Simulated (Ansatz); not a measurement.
This geometry of CH5BF (8 atoms, charge 0, multiplicity 2) is a first-order saddle point.

Computed with UKS PBE0/def2-SVP (Ansatz).

```xyz
8
Properties=species:S:1:pos:R:3
B 0.028 -0.242 0.032
H -0.111 -0.318 1.590
C 1.427 -0.025 -0.600
H 1.552 -0.771 -1.404
H 1.501 0.969 -1.078
H 2.269 -0.138 0.098
H -1.073 -0.193 -0.453
F -0.118 0.717 1.564
```

Problem. Which two structures does it join? (They come from a converged band through this point; their orientation in space is the band's.)

Solution. Bonds broken: B1–H2, B1–F8. Bonds formed: H2–F8. CH5BF becomes CH4B + FH.

Image 0:

```xyz
8
Properties=species:S:1:pos:R:3
B 0.170 0.086 0.431
H -0.371 -1.049 0.782
C 1.411 0.047 -0.522
H 1.385 -0.797 -1.227
H 1.478 0.979 -1.109
H 2.345 -0.021 0.060
H -0.988 -0.266 -0.059
F 0.045 1.021 1.393
```

Image 6:

```xyz
8
Properties=species:S:1:pos:R:3
B 0.054 -0.389 -0.085
H -0.172 -0.270 1.790
C 1.443 -0.007 -0.644
H 1.597 -0.654 -1.529
H 1.474 1.034 -1.009
H 2.289 -0.175 0.039
H -1.047 -0.219 -0.545
F -0.165 0.679 1.732
```

Problem. How far does it lie above each of them?

Solution. 42.3 kcal/mol above the first and 0.8 kcal/mol above the second. This is the barrier of this one path; another mechanism may lie lower.

Time of the run: 100 s on 2 threads of Intel(R) Xeon(R) 6975P-C (Granite Rapids), on a shared host, peak memory 0.17 GiB.
